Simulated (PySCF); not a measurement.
C2H4O2, charge +1, multiplicity 2. Atoms are numbered in the order given.

```xyz
8

C      0.3124     1.3488     0.0000
C     -0.0507    -0.0878     0.0000
O      0.8525    -0.9895     0.0000
O     -1.2730    -0.3481     0.0000
H     -0.5695     2.0047     0.0000
H      0.9191     1.5214     0.9072
H      0.9191     1.5214    -0.9072
H      0.5261    -1.9131     0.0000
```
Charge +1, spin multiplicity 2.

The structure is a stationary point at PBE0-D3(BJ)/def2-SVP. The multiplicity is an assumed one; other spin states were not compared. Other conformers were not sampled.

Method: B3LYP/def2-TZVPD run with PySCF.

Mulliken values depend strongly on the basis, most of all with diffuse functions as here. ESP charges are fitted to the potential on shells at 1.4 to 2.0 van der Waals radii. Atomic charges (e):

```tsv
atom	ESP fit	Mulliken	Mulliken spin
C1	-0.56	-0.75	0.08
C2	[?]	0.70	-0.05
O3	-0.37	-0.28	0.05
O4	-0.03	-0.06	0.88
H5	[?]	0.35	0.02
H6	[?]	0.32	0.01
H7	[?]	0.32	0.01
H8	[?]	0.40	0.00
```

Some entries are withheld; supply them. (An estimate is asked for; the answer gives what the named calculation found.)


- C2, ESP fit: 0.64
- H5, ESP fit: 0.27
- H6, ESP fit: 0.28
- H7, ESP fit: 0.28
- H8, ESP fit: 0.50
